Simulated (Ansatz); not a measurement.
# H₂B–B, triplet: stretch scan

Starting geometry (PBE0/def2-TZVP stationary point for this spin, not checked as a minimum):

```xyz
4

B     0.0000    0.0000    0.6756
B     0.0000    0.0000   -0.9095
H     0.0000    1.0479    1.2540
H     0.0000   -1.0479    1.2540
```

From there H3 moves along the line of the two atoms named below, all else staying in place; atoms are numbered as listed. Energies are in eV, counted from the starting geometry at the same level.

Basis 6-31G; Ansatz 0.2.0. Correlated methods freeze the noble-gas cores. Prefix R: restricted or restricted open-shell reference; prefix U: unrestricted. Active spaces: valence = (8e, 10o) chosen from the atoms' valence shells.

Unrestricted rows (U) aren't spin-pure: their determinants' ⟨S²⟩ exceeds S(S+1) by up to 1.01, so they mix in states of higher spin. Runs in a small pair space aren't shown, since their orbitals change along the scan.

Full CI is exact within this basis and frozen core; it isn't the basis-set limit. The frozen core follows each run's orbitals, which can shift R against U totals by a few meV.

```
distance B1-H3 (Å)  full CI  unpaired electrons (full CI)  error UMP2  error UCCSD(T)  error UCCSDT(Q)  error CASSCF (valence space)  error NEVPT2 (valence space)  error MRCISD+Q (valence space)
             0.934    1.430                          2.03      -0.038          -0.002            0.000                         0.024                         0.015                           0.001
             1.092    0.187                          2.03      -0.018          -0.001            0.000                         0.015                         0.007                           0.000
             1.197    0.000                          2.04       0.000           0.000            0.000                         0.000                         0.000                           0.000
             1.292    0.068                          2.04       0.020           0.001            0.000                        -0.017                        -0.006                           0.000
             1.438    0.408                          2.05       0.062           0.003            0.000                        -0.044                        -0.015                           0.000
             1.679    1.198                          2.08       0.168           0.009            0.000                        -0.083                        -0.025                          -0.001
             1.907    1.935                          2.16       0.422           0.025            0.000                        -0.108                        -0.030                          -0.001
             2.197    2.688                          2.39       0.437           0.064           -0.001                        -0.126                        -0.032                          -0.002
             2.611    3.329                          3.06       0.171          0.088*            0.001                        -0.143                        -0.034                          -0.002
             3.272    3.639                          3.88      -0.008           0.020            0.004                        -0.170                        -0.041                          -0.005
             4.168    3.686                          4.03      -0.031           0.000            0.000                        -0.176                        -0.043                          -0.006
```

An asterisk marks runs whose energy the program itself flagged as in doubt.

Unpaired electrons are Σ n²(2−n)² over natural occupations. Errors are those of relative energies. In total energy the starting point itself misses full CI by: UMP2 0.794, UCCSD(T) 0.029, UCCSDT(Q) 0.000, CASSCF (valence space) 0.884, NEVPT2 (valence space) 0.249, MRCISD+Q (valence space) 0.010 eV.

Spread of the error over the points with a reference, to 4.168 Å (largest less smallest): UCCSDT(Q) 0.005, MRCISD+Q (valence space) 0.007, NEVPT2 (valence space) 0.058, UCCSD(T) 0.089, CASSCF (valence space) 0.200, UMP2 0.475 eV.

Going outwards, the relative energy of CASSCF (valence space) first misses by more than 0.043 eV (1 kcal/mol) at 1.438 Å.

CASSCF lacks dynamic correlation, of which the bound molecule has more, so its curve rises 0.176 eV too little out to 4.168 Å. MRCISD+Q (valence space) stays parallel to the reference within 0.007 eV over the points shown. UCCSD(T) is close again at 4.168 Å (0.000 eV) but misses by 0.088 eV at 2.611 Å, where its determinant is a mixture of spins (⟨S²⟩ 2.90). At 4.168 Å it is as mixed or more (⟨S²⟩ 3.01), which costs little once the spin states have come together. UMP2 is close again at 4.168 Å (-0.031 eV) but misses by 0.437 eV at 2.197 Å, where its determinant is a mixture of spins (⟨S²⟩ 2.68). At 4.168 Å it is as mixed or more (⟨S²⟩ 3.01), which costs little once the spin states have come together.
